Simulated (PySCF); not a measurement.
**NS2: relaxation and vibrations of the doublet**

Aim: relax NS2 as a doublet from a hand-made linear geometry, check by its vibrations whether the end is a minimum, and collect its spectrum and constants.

The runs use PySCF 2.14.0; PBE0, basis N def2-TZVP, S def2-TZVP, no relativity, density fitting.

## Step 1: Where the work starts

3 atoms, charge 0, spin multiplicity 2.

Bond lengths: N1–S2 1.540 Å, N1–S3 1.540 Å. Angles: S2–N1–S3 180.0°.

Z-matrix (Å, degrees; charge 0 multiplicity 2):
```
N
S  1 1.5400
S  1 1.5400 2 180.00
```

## Step 2: Relaxing the doublet from the linear start

One driver script runs all steps and calls PySCF; scf.py shows how it sets up the SCF of each step. The optimiser is the driver's own. Before each start the driver seeks the lowest SCF state from one or more starting densities and follows internal instabilities, so scf.py alone need not reach the same state.

The program finds D∞h symmetry in the start, which this walk keeps.

scf.py reads:

```python
from pyscf import gto, scf, dft
mol = gto.M(atom='''
N      0.000000     0.000000     0.000000
S      0.000000     0.000000     1.540000
S      0.000000     0.000000    -1.540000''',
    basis={'N': 'def2-TZVP', 'S': 'def2-TZVP'},
    charge=0, spin=1)
mf = dft.UKS(mol, xc='PBE0')
mf.grids.atom_grid = (50, 194)
aux = {'N': 'def2-universal-JKFIT', 'S': 'def2-universal-JKFIT'}
mf = mf.density_fit(auxbasis=aux)
mf.kernel()
```

After this run come: Vibrations and properties at this point; Downhill along the imaginary mode; Is it a minimum? Harmonic modes.

**Question.** What will these runs give? Wanted: minimum; geometry; wavenumbers; dipole moment; highest occupied, lowest empty level; polar-tensor charge of N1; zero-point energy; atomisation energy; ⟨S²⟩.

The runs gave:

| quantity | value |
| --- | --- |
| minimum | doublet, C2v |
| geometry | N–S 1.540 Å (×2); S–N–S 154.5° |
| wavenumbers (cm⁻¹) | 262 (a1), 698 (a1), 1321 (b2) |
| dipole moment | 0.31 D |
| highest occupied, lowest empty level (either spin) | -6.01, -3.45 eV |
| polar-tensor charge of N1 | +0.58 e |
| zero-point energy | 13.6 kJ/mol |
| entropy at 298.15 K | 262.6 J/(mol K) |
| atomisation energy (no zero-point energy) | 760 kJ/mol |
| ⟨S²⟩ | 0.757 |

**Reading.** The linear start (D∞h) ends in a minimum of C2v symmetry, after a first stop at a saddle point 5.3 kJ/mol higher, from which it was pushed off along an imaginary mode. The strongest infrared band lies at 1321 cm⁻¹ (b2). Only this shape and spin were tried, so other structures or states may lie lower.
